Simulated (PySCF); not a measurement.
# BHO2 (SMILES O=BO): r2SCAN/6-311G(2df,2pd)

What is the vertical ionisation energy of BHO2 at r2SCAN/6-311G(2df,2pd)? The job is set up through a Python script.

Program for the calculation: PySCF 2.14.0.

## (1) The molecule

BHO2 has 4 atoms, charge 0, and is taken as a singlet. As SMILES, `O=BO`. The shape is that of a PBE0-D4/def2-TZVP optimisation.

Bond lengths: O1–B2 1.210 Å, B2–O3 1.322 Å, O3–H4 0.960 Å. Angles: O1–B2–O3 177.5°, B2–O3–H4 117.0°.

## (2) The energy at r2SCAN/6-311G(2df,2pd)

File job.py:

```python
from pyscf import gto, dft

mol = gto.M(
    atom='O -1.555100 0.523500 0.428500; B -0.423900 0.132000 0.248600; O 0.816700 -0.302000 0.108600; H 1.162300 -0.353500 -0.785700',
    max_memory=1860,
    spin=0,
    verbose=3,
    basis='6-311g(2df,2pd)',
)

mf = dft.RKS(mol)
mf.xc = 'r2scan'
mf.grids.level = 4
mf.conv_tol = 1e-10
mf.kernel()
if not mf.converged:
    mf = mf.newton().run(mf.mo_coeff, mf.mo_occ)

etot = mf.e_tot
print('E(%s) = %.9f' % ('R2SCAN', etot))
```

Command:

```sh
OMP_NUM_THREADS=1 python job.py
```

Output:

```text
converged SCF energy = -175.958433174185
E(R2SCAN) = -175.958433174
```

Wall time 18 s (1 thread of Arm Neoverse V1, shared host); peak memory 0.57 GiB.

## (3) The doublet cation, same level

File calc.py:

```python
from pyscf import gto, dft

system = gto.M(
    atom='''
O   -1.555100   0.523500   0.428500
B   -0.423900   0.132000   0.248600
O    0.816700  -0.302000   0.108600
H    1.162300  -0.353500  -0.785700
''',
    basis='6-311g(2df,2pd)',
    spin=1,
    max_memory=1860,
    charge=1,
    verbose=3,
)

calc0 = dft.UKS(system)
calc0.xc = 'r2scan'
calc0.grids.level = 4
calc0.conv_tol = 1e-10
calc0.kernel()
if not calc0.converged:
    calc0 = calc0.newton().run(calc0.mo_coeff, calc0.mo_occ)

e_tot = calc0.e_tot
print('E(%s) = %.9f' % ('R2SCAN', e_tot))
```

Command:

```sh
OMP_NUM_THREADS=1 python calc.py
```

Output:

```text
WARN: HOMO -0.443293552154902 >= LUMO -0.443293552154898

converged SCF energy = -175.51486198119  <S^2> = 0.76292485  2S+1 = 2.0128834
E(R2SCAN) = -175.514861981
```

It took 45 s on 1 thread of Arm Neoverse V1, shared host; peak memory 0.59 GiB.

## (4) Summary of results

Level: r2SCAN/6-311G(2df,2pd).

```
                                          quantity          value
                        singlet BHO2: total energy  -175.95843 Eh
                       singlet BHO2: dipole moment         3.80 D
                         singlet BHO2: HOMO energy       -7.97 eV
                         singlet BHO2: LUMO energy       -0.25 eV
                       singlet BHO2: HOMO–LUMO gap        7.72 eV
                      doublet cation: total energy  -175.51486 Eh
doublet cation: HOMO energy (highest over α and β)      -17.86 eV
 doublet cation: LUMO energy (lowest over α and β)      -16.01 eV
                              doublet cation: ⟨S²⟩          0.763
vertical ionisation energy (to the doublet cation)      12.070 eV
```

What this shows: The vertical ionisation energy comes to 12.07 eV (1165 kJ/mol). The negative HOMO energy of the first species, 7.97 eV, lies 4.10 eV below that difference.
